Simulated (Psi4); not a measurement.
# A workflow on PH2 (SMILES [PH2])

Wanted: a structure relaxation (U-r2SCAN-3c/def2-mTZVPP), then vibrational wavenumbers, then the energy (UCCSD(T)/def2-TZVP) of PH2. 

The calculation is run with Psi4 1.11.

## 1. The system as given

PH2 has 3 atoms, charge 0, and is taken as a doublet. As SMILES, `[PH2]`. Geometry: relaxed at GFN2-xTB. The run starts from this shape.

Bond lengths: P1–H2 1.392 Å, P1–H3 1.392 Å. Angles: H2–P1–H3 91.4°.

## 2. A geometry optimisation at U-r2SCAN-3c/def2-mTZVPP (density fitting) (run 1)

The input, input.dat:

```
memory 1600 MB

molecule molecule1 {
  0 2
  P
  H 1 1.392125
  H 1 1.392116 2 91.39496
  symmetry c1
}

set reference uks
set geom_maxiter 60

e_tot, wfn = optimize("r2scan-3c", return_wfn=True)
```

On the command line:

```sh
$ psi4 -i input.dat -o output.dat -n 1
```

output.dat:

```text
[...]
  Running in c1 symmetry.
[...]
  Nuclear repulsion =   11.669268572262514
[...]
  Multiplicity = 2
[...]
  Nalpha       = 9
  Nbeta        = 8
[...]
    Number of basis functions: 37
[...]
   @DF-UKS iter   1:  -342.44351091001340   -2.52338e-01   7.15746e-03 DIIS/ADIIS
[...]
   @DF-UKS iter   8:  -342.47792449614712   -2.27374e-13   2.55533e-09 DIIS
[...]
   @S^2 Observed:                7.584675780E-01
[...]
  @DF-UKS Final Energy:  -342.47792449614712
   => Energetics <=
    Nuclear Repulsion Energy =             11.4042152220892561
    One-Electron Energy =                -495.5654567136266451
    Two-Electron Energy =                 165.5779599478187265
    DFT Exchange-Correlation Energy =     -23.8978461486897338
    Empirical Dispersion Energy =           0.0032031962612879
    VV10 Nonlocal Energy =                  0.0000000000000000
    Total Energy =                       -342.4779244961471250
[...]
 Multipole Moments:
 ------------------------------------------------------------------------------------
     Multipole            Electronic (a.u.)      Nuclear  (a.u.)        Total (a.u.)
 ------------------------------------------------------------------------------------
 L = 1.  Multiply by 2.5417464519 to convert [e a0] to [Debye]
 Dipole X            :          1.0894275           -1.2934380           -0.2040106
 Dipole Y            :          1.0625890           -1.2615737           -0.1989847
 Dipole Z            :         -0.0000000            0.0000000           -0.0000000
 Magnitude           :                                                    0.2849829
[...]
  -Total Gradient:
     Atom            X                  Y                   Z
    ------   -----------------  -----------------  -----------------
       1       -0.000160720276    -0.000156786214    -0.000000000000
       2       -0.000218430519    -0.000198922224     0.000000000000
       3       -0.000204333287    -0.000213401219    -0.000000000000
[...]
    Final optimized geometry and variables:
    Molecular point group: c1
    Full point group: Cs
    Geometry (in Angstrom), charge = 0, multiplicity = 2:
    P
    H             1    1.424466
    H             1    1.424466      2   91.429029
    Psi4 run time: 0:00:08.63
[...]
```

Standard output:

```text
Optimizer: Optimization complete!
```

Wall time 9.6 s (1 thread of Intel Xeon 6975P-C (Granite Rapids), shared host); peak memory 0.4 GiB.

Step by step:

```
step  energy from the first frame kept (eV)  largest force (eV/Å)
   0                                 0.0000                0.9750
   1                                -0.0220                0.0444
   2                                -0.0220                0.0152
```

After the run. Bond lengths: P1–H2 1.424 Å, P1–H3 1.424 Å. Angles: H2–P1–H3 91.4°.

## 3. The harmonic vibrations at U-r2SCAN-3c/def2-mTZVPP (density fitting) (run 2)

The input, calc.in:

```
memory 1600 MB

molecule m {
  0 2
  P      0.515558    -0.303370     0.253216
  H      0.103236     1.057641     0.171092
  H     -0.651132    -0.735847    -0.440255
}

set globals {
  reference uks
  t 400.0
  rotational_symmetry_number 2
}

result, w = freq('r2scan-3c', return_wfn=True)
print_variables()
```

On the command line:

```sh
$ psi4 calc.in calc.out -n 1
```

calc.out:

```text
[...]
  Running in cs symmetry.
[...]
  Nuclear repulsion =   11.404215307405906
[...]
  Multiplicity = 2
[...]
  Nalpha       = 9
  Nbeta        = 8
[...]
    Number of basis functions: 37
[...]
   @DF-UKS iter   1:  -342.44536898504350   -2.75370e-01   9.05364e-03 DIIS/ADIIS
[...]
  Running in c1 symmetry.
[...]
   @DF-UKS iter  10:  -342.47792449625518   -2.04636e-12   5.94841e-09 DIIS
[...]
   @S^2 Observed:                7.584675855E-01
[...]
  @DF-UKS Final Energy:  -342.47792449625518
   => Energetics <=
    Nuclear Repulsion Energy =             11.4042053359742024
    One-Electron Energy =                -495.5654384974328650
    Two-Electron Energy =                 165.5779510616536072
    DFT Exchange-Correlation Energy =     -23.8978455939092562
    Empirical Dispersion Energy =           0.0032031974591047
    VV10 Nonlocal Energy =                  0.0000000000000000
    Total Energy =                       -342.4779244962551843
[...]
 Multipole Moments:
 ------------------------------------------------------------------------------------
     Multipole            Electronic (a.u.)      Nuclear  (a.u.)        Total (a.u.)
 ------------------------------------------------------------------------------------
 L = 1.  Multiply by 2.5417464519 to convert [e a0] to [Debye]
 Dipole X            :          1.3441961           -1.5959155           -0.2517194
 Dipole Y            :         -0.7135018            0.8471148            0.1336131
 Dipole Z            :          0.0000000            0.0000000            0.0000000
 Magnitude           :                                                    0.2849826
[...]
  -Total Gradient:
     Atom            X                  Y                   Z
    ------   -----------------  -----------------  -----------------
       1       -0.000197906979     0.000104957296     0.000000000149
       2       -0.000265577836     0.000130081700     0.000000017575
       3       -0.000256451333     0.000147104639    -0.000000017724
[...]
  ==> Harmonic Vibrational Analysis <==
[...]
  Freq [cm^-1]                1131.5493           2386.5447           2394.6782
[...]
  IR activ [km/mol]            14.3972             36.0810             51.2392
[...]
  Total E_0, Enthalpy at 0 [K]                                                         -342.46445421 [Eh]
[...]
  Total H, Enthalpy at  400.00 [K]                                                     -342.45929373 [Eh]
[...]
  Total G, Gibbs energy at  400.00 [K]                                                 -342.49324056 [Eh]
[...]
```

It took 31 s on 1 thread of Intel Xeon 6975P-C (Granite Rapids), shared host; peak memory 0.4 GiB.

## 4. The energy at UCCSD(T)/def2-TZVP (run 3)

The input, calc.py:

```python
import psi4

psi4.set_memory(1600000000)
psi4.set_num_threads(1)
psi4.core.set_output_file('psi4.out', False)

m = psi4.geometry("""
0 2
P      0.97426342    -0.57328621     0.47850889
H      0.19508777     1.99865183     0.32331702
H     -1.23046115    -1.39054930    -0.83196137
units au
""")

psi4.set_options({
    'reference': 'uhf',
    'scf_type': 'pk',
    'num_frozen_docc': 5,
})

e_tot, wfn = psi4.energy("ccsd(t)/def2-TZVP", return_wfn=True)
print(f'total energy {e_tot:.8f} hartree = {e_tot * 27.211386:.5f} eV')
for k, v in sorted(psi4.core.scalar_variables().items()):
    print(f'{k:45s} {v:18.10f}')
```

On the command line:

```sh
$ python calc.py
```

psi4.out:

```text
[...]
  Running in cs symmetry.
[...]
  Nuclear repulsion =   11.404215326763884
[...]
  Multiplicity = 2
[...]
  Nalpha       = 9
  Nbeta        = 8
[...]
    Number of basis functions: 49
[...]
   @UHF iter   1:  -341.85729604808722   -4.80984e-01   5.40359e-03 DIIS/ADIIS
[...]
   @UHF iter  13:  -341.88185984556821   -6.25278e-13   3.61970e-09 DIIS
[...]
   @S^2 Observed:                7.695416617E-01
[...]
    Orbital Energies [Eh]
    ---------------------
    Alpha Occupied:
       1Ap   -79.955591     2Ap    -7.500268     1App   -5.405298
       3Ap    -5.391052     4Ap    -5.389617     5Ap    -0.854166
       6Ap    -0.521882     7Ap    -0.430335     2App   -0.376290
    Alpha Virtual:
       8Ap     0.143812     9Ap     0.145441    10Ap     0.291166
      11Ap     0.298271     3App    0.341723    12Ap     0.386922
       4App    0.405599     5App    0.410954    13Ap     0.421909
      14Ap     0.488679    15Ap     0.645732    16Ap     0.697319
      17Ap     0.777025    18Ap     1.409826     6App    1.417481
      19Ap     1.452075     7App    1.459344     8App    1.483040
[...]
  @UHF Final Energy:  -341.88185984556821
   => Energetics <=
    Nuclear Repulsion Energy =             11.4042153267638842
    One-Electron Energy =                -495.4553349821366055
    Two-Electron Energy =                 142.1692598098044584
    Total Energy =                       -341.8818598455682150
  UHF NO Occupations:
  HONO-2 :    6 Ap 1.9993584
  HONO-1 :    7 Ap 1.9911709
[...]
 Multipole Moments:
 ------------------------------------------------------------------------------------
     Multipole            Electronic (a.u.)      Nuclear  (a.u.)        Total (a.u.)
 ------------------------------------------------------------------------------------
 L = 1.  Multiply by 2.5417464519 to convert [e a0] to [Debye]
 Dipole X            :          1.3776649           -1.5959155           -0.2182505
 Dipole Y            :         -0.7312672            0.8471148            0.1158476
 Dipole Z            :          0.0000000            0.0000000            0.0000000
 Magnitude           :                                                    0.2470910
[...]
      * MP2 total energy                      = -342.011067932279502
[...]
      * CCSD total energy                     = -342.039217828853396
[...]
      * CCSD(T) total energy                     = -342.044384646202957
```

Run time: 1.9 s. Hardware: 1 thread of Intel Xeon 6975P-C (Granite Rapids), shared host; peak memory 0.22 GiB.

## 5. What came out

| quantity | value |
| --- | --- |
| run 1, U-r2SCAN-3c/def2-mTZVPP: total energy at the end | -342.47792 Eh |
| run 1, U-r2SCAN-3c/def2-mTZVPP: dipole moment | 0.72 D |
| run 1, U-r2SCAN-3c/def2-mTZVPP: HOMO energy (highest over α and β) | -6.41 eV |
| run 1, U-r2SCAN-3c/def2-mTZVPP: LUMO energy (lowest over α and β) | -3.61 eV |
| run 1, U-r2SCAN-3c/def2-mTZVPP: ⟨S²⟩ | 0.758 |
| run 2, U-r2SCAN-3c/def2-mTZVPP: lowest harmonic wavenumber | 1132 cm⁻¹ |
| run 2, U-r2SCAN-3c/def2-mTZVPP: highest harmonic wavenumber | 2395 cm⁻¹ |
| run 2, U-r2SCAN-3c/def2-mTZVPP: zero-point energy | 35.4 kJ/mol |
| run 2, U-r2SCAN-3c/def2-mTZVPP: ideal-gas entropy at 400 K (symmetry number 2 as used) | 53.3 cal/(mol K) |
| run 3, UCCSD(T)/def2-TZVP: total energy | -342.04438 Eh |
| run 3, UCCSD(T)/def2-TZVP: HOMO energy (Hartree–Fock orbitals) (highest over α and β) | -10.24 eV |
| run 3, UCCSD(T)/def2-TZVP: LUMO energy (Hartree–Fock orbitals) (lowest over α and β) | 1.04 eV |
| run 3, UCCSD(T)/def2-TZVP: correlation energy (5 core orbitals frozen) | -162.5 mEh |
| run 3, UCCSD(T)/def2-TZVP: (T) correction | -5.17 mEh |
| run 3, UCCSD(T)/def2-TZVP: ⟨S²⟩ of the reference determinant | 0.770 |
| run 3, UCCSD(T)/def2-TZVP: T1 diagnostic | 0.022 |

What this shows: The optimisation (run 1, U-r2SCAN-3c/def2-mTZVPP) took 3 steps and changed the energy by -0.022 eV. All 3 modes (run 2, U-r2SCAN-3c/def2-mTZVPP) are real, so the shape is a minimum at this level. The triples (run 3, UCCSD(T)/def2-TZVP) make up 3.2 % of the correlation energy.
